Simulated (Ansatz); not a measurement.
# Relaxing Al

Computed with Ansatz, DFT PBEsol, scalar-relativistic, plane waves, PAW. Cutoff 420 eV, Γ-centred k mesh, Gaussian smearing, no spin polarisation in the final step.

Al was placed on the diamond structure type (Fd-3m, No. 227), at a guessed volume.

```
Al
1.0
     0.00000    2.65986    2.65986
     2.65986    0.00000    2.65986
     2.65986    2.65986    0.00000
Al
2
Direct
  0.50000 0.50000 0.50000
  0.75000 0.75000 0.75000
```

Cell and atoms relax at zero pressure; the relaxation can't lower the symmetry of the start. After a coarse first stage the cell is made exact in the group found at 0.06 Å.

Energies count from the standard state of Al at the same level.

(1) Which crystal results?

(2) What are its volume, energy, density and gap?

Answers

(1) It keeps Fd-3m (No. 227). The result has the diamond structure. Conventional cell: a = 5.994 Å. Al has 4 Al at 2.60 Å.

```
Al
1.0
     0.00000    2.99721    2.99721
     2.99721    0.00000    2.99721
     2.99721    2.99721    0.00000
Al
2
Direct
  0.50000 0.50000 0.50000
  0.75000 0.75000 0.75000
```

(2) The volume per atom is 26.92 Å³, the density is 1.66 g/cm³ and the energy over the standard structure is 0.84 eV/atom. The gap on the 16×16×16 mesh is 0 eV (a metal).

The final run used a 16×16×16 mesh on its 2-atom cell and 0.10 eV smearing. The k mesh leaves about 4 meV/atom of noise in metals. Symmetry constrained the relaxation, so the result can be a saddle point. The steps took roughly 8 core-seconds in all.

This diamond-type form isn't the element's structure at ambient conditions.